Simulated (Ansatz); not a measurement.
A calculation with Ansatz (development build ahead of 0.2.0).

```yaml
crystal:
  periodic: [false, false, false]
  atoms:
    - { symbol: C, position_ang: [0.7026, 1.8209, 0.0] }
    - { symbol: C, position_ang: [0.7026, 0.2963, 0.0] }
    - { symbol: C, position_ang: [-0.7026, -0.2963, 0.0] }
    - { symbol: C, position_ang: [-0.7026, -1.8209, 0.0] }
    - { symbol: H, position_ang: [1.7198, 2.2223, 0.0] }
    - { symbol: H, position_ang: [-1.7198, -2.2223, 0.0] }
    - { symbol: H, position_ang: [0.1882, 2.2104, 0.8836] }
    - { symbol: H, position_ang: [0.1882, 2.2104, -0.8836] }
    - { symbol: H, position_ang: [-0.1882, -2.2104, 0.8836] }
    - { symbol: H, position_ang: [-0.1882, -2.2104, -0.8836] }
    - { symbol: H, position_ang: [1.2477, -0.0727, -0.8776] }
    - { symbol: H, position_ang: [1.2477, -0.0727, 0.8776] }
    - { symbol: H, position_ang: [-1.2477, 0.0727, -0.8776] }
    - { symbol: H, position_ang: [-1.2477, 0.0727, 0.8776] }
basis:
  gaussian: { orbitals: pcseg-2 }
hamiltonian:
  xc: { name: wB97X }
```

The input is written out in the form of the current development build from the run's settings.

Results

| Property | Result |
| --- | --- |
| Converged | yes |
| Total energy | -158.47042 hartree |
| Spin squared of the determinant | 0.000 |
| Stability test | minimum among restricted orbitals |
